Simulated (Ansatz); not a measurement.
# H₂ (singlet): the correlation ladder, cc-pVDZ

The task here is to estimate one member of a computed series from the others.

The runs use Ansatz 0.2.0, Gaussian basis; cc-pVDZ, core rule «outside noble gas», up to 0 orbitals frozen.

The runs, in order: UHF; CCSD(T) on RHF; BCCD(T) on RHF; CASSCF and MRCISD+Q, 2 electrons in 2 orbitals; CASSCF and NEVPT2, 2 electrons in 2 orbitals; Full CI.

40 further runs of the same task are left out: 40 set aside as unsound or not needed.

### The system

The geometry is an MP2(full)/6-31G* stationary point (not a proven minimum).

2 atoms, charge 0, spin multiplicity 1.

Atoms are counted from 1 here; the program's logs count them from 0.

Bond lengths: H1–H2 0.737 Å.

Set-up of the first run:

File in.yaml:

```yaml
crystal:
  periodic: [false, false, false]
  atoms:
    - {symbol: H, position_ang: [0.000000, 0.000000, 0.000000]}
    - {symbol: H, position_ang: [0.000000, 0.000000, 0.737166]}
basis:
  gaussian: {orbitals: cc-pVDZ}
magnetization: {spin_polarized: true, initial_magnetization: 0}
hamiltonian: {xc: hf}
output: {orbitals: {seedname: orbitals}}
```

Run with:

```
$ ansatz run in.yaml --threads 1 --pin off --events-out ev --progress --plain --max-ram 2502MiB
```

Among the steps run: UHF; CCSD(T) on RHF; BCCD(T) on RHF; CASSCF and MRCISD+Q, 2 electrons in 2 orbitals; CASSCF and NEVPT2, 2 electrons in 2 orbitals; Full CI.

One of the session's tables, all rows but one given; the rest of the session is left out.

It belongs to the step «Misses and costs». 

```
          method  from FCI (meV)
             RHF          +942.2
            RMP2               ?
           RCCSD             0.0
        RCCSD(T)             0.0
         BCCD(T)             0.0
  CASSCF valence          +449.9
  NEVPT2 valence          +158.5
  MRCISD valence            +2.1
MRCISD+Q valence            -0.9
             FCI               0
```

**Question.** Estimate the row for RMP2.

**Answer.** from FCI (meV): +225.3. In the column «from FCI (meV)» it lies between NEVPT2 valence (+158.5) and CASSCF valence (+449.9).

With the free atoms at the same levels and basis (separate runs), the atomisation energy is 4.483 eV at FCI, 4.483 eV at RCCSD(T), 3.540 eV at RHF.
